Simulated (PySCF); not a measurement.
# C2H2F2: the cost of one run

Computed with PySCF 2.14.0. Level: levels as typed in each script, gas phase, geometry from GFN2-xTB.

## 1. The starting structure

6 atoms, charge 0, spin multiplicity 1.

Bond lengths: F1–C2 1.326 Å, C2–F3 1.326 Å, C2–C4 1.312 Å, C4–H5 1.071 Å, C4–H6 1.073 Å. Angles: F1–C2–F3 109.3°, F1–C2–C4 125.3°, F3–C2–C4 125.4°, C2–C4–H5 120.4°, C2–C4–H6 120.3°, H5–C4–H6 119.2°.

Coordinates:

| atom | x (Å) | y (Å) | z (Å) |
| --- | --- | --- | --- |
| F1 | -0.6961 | -1.0821 | 0.0000 |
| C2 | 0.0699 | 0.0002 | 0.0000 |
| F3 | -0.6993 | 1.0804 | 0.0000 |
| C4 | 1.3819 | 0.0014 | 0.0000 |
| H5 | 1.9255 | -0.9220 | 0.0000 |
| H6 | 1.9227 | 0.9280 | 0.0000 |

## 2. Density, bond paths and surface potential (PBE0/def2-tzvp)

File input.py:

```python
import numpy as np
from pyscf import gto, scf, dft
from pyscf.scf import atom_ks, atom_hf
from scipy.linalg import block_diag

def solve(mol, dm0=None, hcore=None):
    mf = (dft.UKS if mol.spin else dft.RKS)(mol, xc='pbe0')
    mf.grids.level = 3
    mf = mf.density_fit(auxbasis='def2-universal-jkfit')
    mf.conv_tol, mf.max_cycle = 1e-8, 80
    if hcore is not None:
        mf.get_hcore = lambda *args: hcore
    mf.kernel(dm0)
    if not mf.converged:
        mf = mf.newton().run(mf.mo_coeff, mf.mo_occ, max_cycle=30)
    assert mf.converged, 'SCF not converged'
    return mf

mol = gto.M(atom='''
F     -0.69609    -1.08214     0.00000
C      0.06986     0.00016     0.00000
F     -0.69929     1.08045     0.00000
C      1.38185     0.00136     0.00000
H      1.92545    -0.92199     0.00000
H      1.92272     0.92804     0.00000
''', basis='def2-tzvp', charge=0, spin=0, verbose=4)
mf = solve(mol)
mf.analyze()
# spherically averaged free atoms, for the promolecule
atm = atom_ks.get_atm_nrks(mol, xc='pbe0')
pro = block_diag(*[(atm[a[0]][2] * atm[a[0]][3]) @ atm[a[0]][2].T for a in mol._atom])
np.savez('result.npz', e=mf.e_tot, c=mf.mo_coeff, occ=mf.mo_occ, eps=mf.mo_energy, pro=pro, dip=mf.dip_moment(verbose=0), s2=mf.spin_square()[0])
```

Command:

```console
OMP_NUM_THREADS=1 python input.py
```

What time and memory should one allow on 1 thread of Intel Xeon 6975P-C (Granite Rapids), shared host?

About 5 s, with a peak of 0.5 GiB.
